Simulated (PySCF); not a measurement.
Ligands exchanged one at a time, B F-H. Isolated molecules, 0 K electronic values unless said otherwise. Strings in code marks are SMILES.

Method: PBE-D3(BJ)/def2-TZVP // B3LYP-D3(BJ)/def2-TZVP (PySCF). Delta-SCF ions had no search for a lower state. Excitations are Tamm–Dancoff values on a coarser integration grid. The basis has no diffuse functions, so Rydberg states are missing or too high.

| species | S1–T1 gap (TDA) (eV) | vertical ionisation energy (Delta-SCF) (eV) | S1 excitation (TDA) (eV) | S1 oscillator strength | dipole moment (D) |
|---|---|---|---|---|---|
| 0 of 3 F replaced by H (`FB(F)F`) | 0.26 | 14.42 | 9.70 | 0.000 | 0.00 |
| 1 of 3 F replaced by H (`B(F)F`) | 0.95 | 13.52 | 8.13 | 0.046 | 0.78 |
| 2 of 3 F replaced by H | 0.65 | 12.10 | 5.72 | 0.000 | 0.62 |
